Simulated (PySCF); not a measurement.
HN2, SMILES N#[NH+], charge +1. Geometry optimised at PBE0-D3(BJ)/def2-TZVPD. The isomer is the one that the SMILES or the coordinates give; other isomers of the formula were not compared.

PySCF with TDA-LC-ωPBE/def2-TZVPD puts the lowest singlet excitations at 9.58, 10.12, 10.12, 10.63, 10.63, 15.06 eV.

### Question
What are the lowest excitation roots from ADC(2)/aug-cc-pVDZ in PySCF? (An estimate is asked for; the answer gives what the named calculation found.)

### Answer
10.57, 10.79, 10.79, 11.14, 11.14, 14.11 eV. S1 differs by 1.00 eV (second minus first; roots are paired by order, and the bases may differ).
